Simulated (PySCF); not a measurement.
# Basis-set dependence of BO at MP2

PySCF, UHF reference; doublet, unpaired electrons σ ↑; De to B + O without counterpoise correction. Frozen cores follow the default of each basis and core potential.

```csv
basis,relativity,functions,Re (Å),ωe (cm⁻¹),De (eV),frozen orbitals
aug-pcseg-1,no relativity,46,1.218,1887,8.74,2
cc-pVTZ,no relativity,60,1.212,1911,8.81,2
x2c-TZVPPall,spin-free X2C,62,1.212,1905,8.81,2
def2-TZVPPD,no relativity,77,1.213,1899,8.82,2
```

(1) How does each smaller set differ from the one with most functions, def2-TZVPPD?

Correlated steps freeze 2 core orbitals. Correlated levels converge slowly with the basis: in double zeta they bind strong bonds too weakly, by up to about 1 eV, and carry superposition errors of some tenths. The state was picked by a PBE0 search and need not be the measured ground state.

Results:

(1) aug-pcseg-1: +0.5 pm, -0.6 % in ωe, -0.08 eV in De; cc-pVTZ: -0.1 pm, +0.6 % in ωe, -0.01 eV in De; x2c-TZVPPall: -0.1 pm, +0.3 % in ωe, -0.01 eV in De. All at MP2; the set with most functions is neither the basis-set limit nor always the best. The rows treat relativity differently, so the differences are not basis effects alone.
